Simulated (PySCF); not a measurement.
Ligands exchanged one at a time, Si Cl-H. Gas-phase values, no solvent. Strings in code marks are SMILES. All members: neutral, multiplicity 1. Level: TPSSh-D3(BJ)/def2-TZVP // CAM-B3LYP-D3(BJ)/def2-TZVP (PySCF), beside PBE-D3(BJ)/def2-TZVP // CAM-B3LYP-D3(BJ)/def2-TZVP (PySCF) at the same geometries. 

```json
[
 {"species": "`Cl[Si](Cl)(Cl)Cl`", "HOMO–LUMO gap, PBE (eV)": "6.51", "HOMO–LUMO gap, TPSSh-D3(BJ) (eV)": "7.82"},
 {"species": "`[SiH3]Cl`", "HOMO–LUMO gap, PBE (eV)": "6.68", "HOMO–LUMO gap, TPSSh-D3(BJ) (eV)": "7.97"},
 {"species": "`Cl[SiH2]Cl`", "HOMO–LUMO gap, PBE (eV)": "6.84", "HOMO–LUMO gap, TPSSh-D3(BJ) (eV)": "withheld"},
 {"species": "`Cl[SiH](Cl)Cl`", "HOMO–LUMO gap, PBE (eV)": "6.89", "HOMO–LUMO gap, TPSSh-D3(BJ) (eV)": "8.19"},
 {"species": "`[SiH4]`", "HOMO–LUMO gap, PBE (eV)": "8.78", "HOMO–LUMO gap, TPSSh-D3(BJ) (eV)": "10.11"}
]
```

Question: Fit y = a + b·x, y being the HOMO–LUMO gap at the first level, to the 4 complete rows by least squares, with x = the PBE value in eV. Give a, b and the rms residual, and predict the withheld value.

Answer: Means of the 4 rows: x̄ = 7.215, ȳ = 8.5225 eV. Σ(x − x̄)² = 3.3381 and Σ(x − x̄)(y − ȳ) = 3.3833, so b = 1.014 and a = ȳ − b·x̄ = 1.206 eV. The rms residual is 0.008 eV. At x = 6.84 the line gives 8.14 eV. The run for `Cl[SiH2]Cl` gave 8.15 eV, so the line is off by 0.01 eV, within twice the rms residual.

Codes: PySCF.
